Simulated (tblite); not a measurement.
Question: Write Cartesian coordinates for InChI=1S/C4H4F2/c5-3-1-2-4-6/h1-4H/b3-1+,4-2+ as optimised with GFN2-xTB.

Answer: 
```xyz
10
C4H4F2 angstrom
F     -2.7912   -0.8646   -0.5940
C     -1.4641   -0.9789   -0.4574
C     -0.7130    0.0494   -0.0793
C      0.7152   -0.0488    0.0749
C      1.4661    0.9796    0.4527
F      2.7932    0.8671    0.5900
H     -1.1144   -1.9750   -0.6869
H     -1.1796    1.0024    0.1233
H      1.1810   -1.0021   -0.1278
H      1.1156    1.9755    0.6819
```

Orientation and origin are arbitrary. Atoms count from 1 in this order. The 6 heavy atoms lie in one plane (0.000 Å rms). The C–C distances run from 1.328 Å (C4=C5, drawn double) to 1.440 Å (C3–C4, drawn single), a spread of 0.112 Å.

Bonds between heavy atoms (Å): F1–C2 1.339, C2=C3 1.328, C3–C4 1.440, C4=C5 1.328, C5–F6 1.339.

Computed geometry: GFN2-xTB, gas phase.

Point group: C2h (every atom within 0.08 Å of its image). Its GFN2-xTB frequencies are all real (lowest 110 cm⁻¹). The numbers are those of one conformer (C2–C3–C4–C5 180°).
